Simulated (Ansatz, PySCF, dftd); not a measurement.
Species: C₄H₅, charge 0, doublet. C4H5 (SMILES C1CC1=[CH], doublet).
B3LYP-D3(BJ)/def2-TZVP minimum from Ansatz (a program for electronic structure):
```
C
C 1 1.2816
H 2 1.0768 1 139.61
C 1 1.4761 2 149.30 3 -180.00
H 4 1.0838 1 117.61 2 71.91
H 4 1.0838 5 114.77 1 144.82
C 1 1.4956 2 149.37 3 0.00
H 7 1.0832 1 117.41 2 -71.92
H 7 1.0832 8 115.11 1 -144.65
```
Charge 0, spin multiplicity 2.

Property: enthalpy of formation at 298 K (by atomisation, with ideal-gas terms from PySCF's Hessian at B3LYP-D3(BJ)/def2-TZVP and the atoms' measured values of the G2/97 table; no spin-orbit terms), in kcal/mol. Radicals and triplets start from unrestricted determinants; spin-orbit coupling is neglected. Correlated methods leave the cores frozen. No relativity. Where a partner has so few electrons that a lower coupled-cluster level is exact, that level stands in. The UHF reference of C4H5 ([CH]=C1CC1, doublet) is spin-contaminated (<S^2> up to 0.17 over the pure value in the sets run).

| level | program | enthalpy of formation at 298 K (kcal/mol) |
|---|---|---|
| HF/cc-pVDZ | Ansatz | 342.8 |
| PBE-D3(BJ)/def2-TZVPD | Ansatz + dftd3 | 69.1 |
| PBE0/def2-TZVPD | Ansatz | 89.3 |
| r2SCANh/def2-TZVPD | Ansatz | 98.9 |
| CCSDT(Q)/cc-pVDZ | Ansatz | 170.0 |
